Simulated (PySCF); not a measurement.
HN2, SMILES N#[NH+], charge +1.

The structure is a stationary point at B3LYP-D3(BJ)/def2-TZVPD. The isomer is the one that the SMILES or the coordinates give; other isomers of the formula were not compared.

Two levels are set side by side: TDDFT-PBE/def2-TZVPD (PySCF) and TDDFT-ωB97X/def2-TZVPD (PySCF). Vertical, same geometry. The lowest singlet is HOMO−2→LUMO+1 50 %, HOMO−1→LUMO 50 % with PBE and HOMO−1→LUMO 50 %, HOMO−2→LUMO+1 50 % with the other functional; states are paired by order. Differences are taken from unrounded values.

| quantity | TDDFT-ωB97X | TDDFT-PBE | TDDFT-PBE minus TDDFT-ωB97X |
|---|---|---|---|
| lowest singlet excitation (eV) | 9.48 | 9.90 | 0.42 |
| lowest triplet excitation (TDA) (eV) | 7.71 | 7.67 | -0.03 |
| first bright state (f over 0.05) (eV) | 14.81 | 15.24 | 0.43 |
| its oscillator strength | 0.07 | 0.26 | 0.19 |

Rough cost on one machine, each run with all the roots and properties that it gave: TDDFT-ωB97X against TDDFT-PBE about 3 times.
